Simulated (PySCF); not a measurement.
## carbon dioxide: removing and adding an electron

Parent: carbon dioxide, `O=C=O` (CO2). Non-hydrogen atoms are numbered in `[O:1]=[C:2]=[O:3]`.

Computed at ωB97X-D3(BJ)/ma-def2-TZVP // PBE0-D3(BJ)/ma-def2-SVP with PySCF (density fitting, grid level 2). The prefix ma- adds one diffuse s and one diffuse p function on all atoms but H. Zero-point and thermal terms (298.15 K, 1 bar) come from unscaled PBE0-D3(BJ)/ma-def2-SVP harmonic frequencies, with soft modes damped to free rotors in the entropy.

Frontier levels of the parent: HOMO -13.24 eV, LUMO 0.86 eV.

Oxidation to the radical cation:
| Quantity | Value |
| --- | --- |
| Vertical ionisation energy (electronic) | 13.90 eV |
| Adiabatic ionisation energy (with zero-point energy) | 13.80 eV |
| Adiabatic, electronic part | 13.89 eV |
| Vertical gap at the product's structure | 13.88 eV |
| Inner reorganisation energy (four-point) | 26 meV |
| Relaxation of product / of parent | 14 / 12 meV |
| ⟨S²⟩ of the product | 0.788 |
| Largest spin populations | O1 0.63, O3 0.63, C2 -0.25 |
| Largest changes of atomic charge | O1 0.44, O3 0.44, C2 0.11 |
| Distances that move most (Å) | O1–C2 1.159 → 1.170; C2–O3 1.159 → 1.170 |

Reduction to the radical anion:
| Quantity | Value |
| --- | --- |
| Vertical electron affinity (electronic) | -0.79 eV |
| Adiabatic electron affinity (with zero-point energy) | -0.42 eV |
| Adiabatic, electronic part | -0.51 eV |
| Vertical gap at the product's structure | 1.20 eV |
| ⟨S²⟩ of the product | 0.754 |
| Largest spin populations | C2 0.60, O3 0.20, O1 0.20 |
| Largest changes of atomic charge | C2 -0.48, O3 -0.26, O1 -0.26 |
| Distances that move most (Å) | C2–O3 1.159 → 1.227; O1–C2 1.159 → 1.227 |

Against the Active Thermochemical Tables (version 1.112): ionisation energy to the radical cation 13.78 (computed 13.80, error 0.03) eV.

Measured values (NIST Chemistry WebBook, evaluated or the median of agreeing entries): adiabatic ionisation energy 13.78 eV (computed 13.80, difference 0.03).

Caveats: the gas-phase radical anion comes out unbound at this level, so its gas-phase values hang on the basis; a negative vertical affinity means that the electron isn't bound at that structure, so the value and what is derived from it hang on the basis.

Structures, frequencies and single points took 40 s of wall time on 1 thread of Arm Neoverse V2 (shared host), launched as `OMP_NUM_THREADS=1 python redox_run.py task.json out`.

Differences come from unrounded values, so a last digit can differ from that of the printed terms.
